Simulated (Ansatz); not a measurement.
Input and output for `C=C1C=CC1=C`.

```yaml
crystal:
  periodic: [false, false, false]
  atoms:
    - {symbol: C, position_ang: [0.240121, -1.913041, 0.349527]}
    - {symbol: C, position_ang: [0.447464, -0.626469, 0.293719]}
    - {symbol: C, position_ang: [1.346951, 0.484244, 0.804500]}
    - {symbol: C, position_ang: [0.644028, 1.484034, 0.203590]}
    - {symbol: C, position_ang: [-0.441633, 0.549009, -0.333979]}
    - {symbol: C, position_ang: [-1.566045, 0.656492, -1.066733]}
    - {symbol: H, position_ang: [1.013103, -2.496549, 0.927067]}
    - {symbol: H, position_ang: [-0.566303, -2.451381, -0.072085]}
    - {symbol: H, position_ang: [2.286973, 0.459933, 1.355962]}
    - {symbol: H, position_ang: [0.723713, 2.542046, 0.184213]}
    - {symbol: H, position_ang: [-1.914842, 1.630753, -1.344180]}
    - {symbol: H, position_ang: [-2.119808, -0.235506, -1.201100]}
basis:
  gaussian: {orbitals: x2c-TZVPPall}
total_charge: 1
magnetization: {spin_polarized: false, initial_magnetization: 1}
hamiltonian: {xc: {name: LC-wPBE}, pseudopotentials: {relativity: none}}
```

```sh
$ ansatz run in.yaml --threads 4 --pin off --events-out ev --progress --plain --max-ram 10444MiB
```

Shortened log:

```
Functional definition: LC-wPBE
1434 factors; their error is unknown
432 factors; integrals over basis functions are off by at most 1.8e-5 eV
mean field evaluation 1: about -6299.3143 eV, gradient 4.8e1 eV
mean field evaluation 2: about -6302.9352 eV, gradient 2.8e1 eV
mean field evaluation 4: about -6304.9056 eV, gradient 1.7e0 eV
mean field evaluation 8: about -6304.9268 eV, gradient 1.2e-1 eV
mean field evaluation 16: about -6304.8814 eV, gradient 1.3e-2 eV
mean field evaluation 32: about -6304.8814 eV, gradient 1.1e-5 eV
mean field -6304.88135862 eV, -231.7001163270 hartree, gradient 8.8e-6 eV, S^2 0.750000; 2 other end points of the search recorded, 0 dependent functions left out
reference -6304.88135862 eV, -231.7001163273 hartree; 21, 20 occupied and 249, 250 virtual orbitals, 1434 factors
WARN: the results are in doubt because the basis set is contracted for relativity, which is off
Total energy: -6304.88135862 eV, -231.7001163273 hartree
In doubt: the basis set is contracted for relativity, which is off
```

Run time 7 s (4 threads of an Intel Xeon 6975P-C on a shared host); peak host memory 1.1 GiB.
